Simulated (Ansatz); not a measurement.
Start from `NC1=NCC1` and change one atom or group to get `C1=NCC1`.

Ansatz, PBE0-D4/def2-TZVP geometries, multiplicity 1. Each molecule was computed in one conformer, which needn't be the lowest.

| property | `NC1=NCC1` |
| --- | --- |
| LUMO energy (ωB97M-V/def2-TZVPP) / eV | 2.30 |
| HOMO energy (ωB97M-V/def2-TZVPP) / eV | -8.92 |
| size of the dipole moment (PBE/def2-TZVPP) / D | 3.04 |
| HOMO–LUMO gap (PBE/def2-TZVPP) / eV | 5.37 |
| HOMO–LUMO gap (PBE0/def2-TZVPP) / eV | 7.56 |
| HOMO energy (PBE/def2-TZVPP) / eV | -5.45 |

**Question.** What does the change do to each property? (Best estimate.)

**Answer.** The calculation gave: 
```
                                      property  `C1=NCC1`  shift
         LUMO energy (ωB97M-V/def2-TZVPP) / eV       2.15  -0.15
         HOMO energy (ωB97M-V/def2-TZVPP) / eV      -9.89  -0.97
size of the dipole moment (PBE/def2-TZVPP) / D       2.31  -0.73
           HOMO–LUMO gap (PBE/def2-TZVPP) / eV       4.69  -0.68
          HOMO–LUMO gap (PBE0/def2-TZVPP) / eV       7.36  -0.20
             HOMO energy (PBE/def2-TZVPP) / eV      -5.94  -0.49
```

With PBE0 the HOMO falls by 0.79 eV and the LUMO falls by 1.01 eV, so the gap narrows by about 0.22 eV. PBE moves the HOMO by -0.49 eV and ωB97M-V by -0.97 eV. Dipoles are sizes alone; their direction can turn.
